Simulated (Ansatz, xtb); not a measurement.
**C3H5−: 4 structures ranked**

4 gas-phase structures of C3H5−, found in a search over its isomers (lower ones may exist). Each was relaxed with GFN2-xTB:

A. `C=C[CH2-]`, a singlet
B. `[H]/[C-]=C\C`, a singlet
C. `C=[C-]C`, a singlet
D. `[CH-]1CC1`, a singlet

Make a reasoned guess at their ranking by r2SCAN-D4/def2-SVPD single-point energy.

Calculated order at r2SCAN-D4/def2-SVPD: A (0.0), C (17.6), B (19.7), D (28.4) kcal/mol.

Energies above the lowest of each column, in kcal/mol; the last columns are at PBE0-D3(BJ)/def2-SVPD geometries and were run for some of them only (a dash: not run or not comparable):

```tsv
structure	GFN2-xTB	HF/STO-3G	r2SCAN-D4/def2-SVPD	PBE0-D3(BJ)/def2-SVPD	CCSD(T)/def2-SVPD + ΔMP2/def2-TZVPPD
A	0.0	0.0	0.0	0.0	0.0
C	20.7	8.5	17.6	17.9	13.5
B	24.6	10.7	19.7	19.8	16.1
D	18.9	10.5	28.4	–	–
```

Every level run on A puts it lowest or level with the lowest. Flexible structures stand in one conformer each, not always the lowest. Frequencies (PBE0-D3(BJ)/def2-SVPD) were run for A, B, C alone. ΔMP2 is the change of the MP2 energy from the smaller to the larger basis.

Over these structures GFN2-xTB departs from r2SCAN-D4/def2-SVPD by 4.6 kcal/mol on average once a common shift is removed. A GFN2-xTB relaxation took about 0.036 s and the r2SCAN-D4/def2-SVPD energy about 1.1 s on a shared host (Ansatz 0.2.0, xtb 6.7.1).
